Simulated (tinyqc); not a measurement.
Inside a calculation. Method: RKS/exchange-only LDA in the sto-6g basis, for HF, spin multiplicity 1. One step of it, computed by the program tinyqc.

Task: Orthogonalisation. S = U s U^T; symmetric (Loewdin) form X = U s^(-1/2) U^T, so that X^T S X = 1.

overlap S, lower triangle:
```
           1F 1s     1F 2s    1F 2px    1F 2py    1F 2pz     2H 1s
1F 1s   1.000000
1F 2s   0.232479  1.000000
1F 2px  0.000000  0.000000  1.000000
1F 2py  0.000000  0.000000  0.000000  1.000000
1F 2pz  0.000000  0.000000  0.000000  0.000000  1.000000
2H 1s   0.043704  0.410070  0.000000  0.000000  0.325446  1.000000
```

Give: eigenvalues of S; X.

Result:

eigenvalues of S: 0.4566  0.8493  1.0000  1.0000  1.1222  1.5719

X, lower triangle:
```
          1F 1s    1F 2s  1F 2px  1F 2py   1F 2pz   2H 1s
1F 1s    1.0220
1F 2s   -0.1281   1.1040
1F 2px   0.0000   0.0000  1.0000
1F 2py   0.0000   0.0000  0.0000  1.0000
1F 2pz  -0.0060   0.0645  0.0000  0.0000   1.0501
2H 1s    0.0193  -0.2548  0.0000  0.0000  -0.1988  1.1305
```
